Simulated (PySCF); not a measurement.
## Stretching SO⁺

Set-up: S def2-TZVPPD, O def2-TZVPPD; no relativity (PySCF 2.14). Energies in eV from S⁺ + O in their ground configurations at the same level. State: ²Π (doublet), unpaired electrons π ↑.

```csv
R (Å),MN15,PW91,LDA,LC-ωPBE
1.220,-3.258,-3.534,-4.917,-3.135
1.276,-4.511,-4.898,-6.225,-4.398
1.333,-5.184,-5.691,-6.967,-5.076
1.375,-5.406,-6.009,-7.249,-5.299
1.418,-5.446,-6.148,-7.353,-5.337
1.460,-5.345,-6.149,-7.321,-5.231
1.517,-5.047,-5.991,-7.122,-4.921
1.588,-4.498,-5.618,-6.700,-4.345
1.673,-3.684,-5.015,-6.045,-3.488
1.787,-2.493,-4.092,-5.060,-2.211
```

**Question.** Put a parabola through the three lowest points of the MN15 curve and estimate Re, k and ωe (reduced mass 10.66 u; 1 eV/Å² = 0.16022 mdyn/Å; ωe = 1302.8·√(k/μ) cm⁻¹).

**Answer.** Through R = 1.375, 1.418, 1.46 Å the second-order coefficient is 39.2 eV/Å², so Re ≈ 1.408 Å, k ≈ 12.6 mdyn/Å and ωe ≈ 1415 cm⁻¹. A polynomial fit of higher order to the unrounded MN15 energies gives Re = 1.407 Å, k = 13.3 mdyn/Å, ωe = 1454 cm⁻¹; anharmonicity and rounding make the difference.

The higher-order fit for each curve: MN15: Re = 1.407 Å, ωe = 1454 cm⁻¹, De = 5.45 eV; PW91: Re = 1.439 Å, ωe = 1301 cm⁻¹, De = 6.16 eV; LDA: Re = 1.428 Å, ωe = 1340 cm⁻¹, De = 7.36 eV; LC-ωPBE: Re = 1.406 Å, ωe = 1472 cm⁻¹, De = 5.34 eV.

For an ion De counts to the pair picked by the measured ionisation energies or electron affinities, which need not be the lowest pair at this level. Counting both spins, an empty level lies below a filled one in some of these solutions, because spin and occupation are held. The state was picked by a PBE0 search and need not be the measured ground state.
